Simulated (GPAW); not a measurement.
# BHSCl (SMILES S[B]Cl) at U-optPBE-vdW/plane waves (scalar-relativistic datasets, plane-wave cutoff 400 eV)

Aim: a geometry optimisation of BHSCl. 

The calculation is run with GPAW 26.7.0.

1 further run of the same task is left out (set aside as unsound or not needed).

### Step 1. The molecule

BHSCl: 4 atoms, total charge 0, spin state doublet. As SMILES, `S[B]Cl`. Geometry: relaxed at PBE0-D4/def2-TZVP. The run starts from this shape.

Bond lengths: S1–B2 1.766 Å, B2–Cl3 1.722 Å, S1–H4 1.344 Å. Angles: S1–B2–Cl3 124.8°, B2–S1–H4 96.3°.

### Step 2. A geometry optimisation at U-optPBE-vdW/plane waves (scalar-relativistic datasets, plane-wave cutoff 400 eV)

mol.xyz reads:

```xyz
4

S      0.566400    -0.789100     0.531400
B     -0.299600     0.475700    -0.345800
Cl    -2.014100     0.616000    -0.427300
H      1.802900    -0.362900     0.221400
```

mol.py reads:

```python
from ase.io import read, write
from ase.optimize.sciopt import SciPyFminCG
from gpaw import GPAW, PW

mol = read('mol.xyz')
mol.center(vacuum=4.5)
mol.set_initial_magnetic_moments([0.333333, 0.333333, 0.333333, 0.0])

calculator = GPAW(mode=PW(400),
                  xc={'name': 'optPBE-vdW', 'backend': 'libvdwxc'},
                  occupations={'name': 'fermi-dirac', 'width': 0.0, 'fixmagmom': True},
                  maxiter=150,
                  txt='mol.txt')
mol.calc = calculator

opt = SciPyFminCG(mol, trajectory='mol.traj')
converged = opt.run(fmax=0.05, steps=100)
print('Converged:', converged)
print(f'Final energy: {mol.get_potential_energy():.5f} eV')
print(f'r(Cl2-B1)               {mol.get_distance(2, 1):.4f} Ang')
print(f'r(B1-S0)                {mol.get_distance(1, 0):.4f} Ang')
write('relaxed.xyz', mol)
```

The run is started by

```bash
$ OMP_NUM_THREADS=1 python mol.py
```

Q: Predict the results. Wanted: energy as printed; dipole moment; HOMO energy; LUMO energy.

Answer, from the run:

Level: U-optPBE-vdW/plane waves (scalar-relativistic datasets, plane-wave cutoff 400 eV).

| quantity | value |
| --- | --- |
| energy as printed (from the program's reference atoms) | -34.5934 eV |
| dipole moment | 1.09 D |
| HOMO energy (from the vacuum level) | -5.10 eV |
| LUMO energy (from the vacuum level) | -3.18 eV |

**Reading.** At the final geometry: Bond lengths: S1–B2 1.781 Å, B2–Cl3 1.739 Å, S1–H4 1.356 Å. Angles: S1–B2–Cl3 124.3°, B2–S1–H4 96.0°. The optimisation took 3 steps and changed the energy by -0.007 eV.
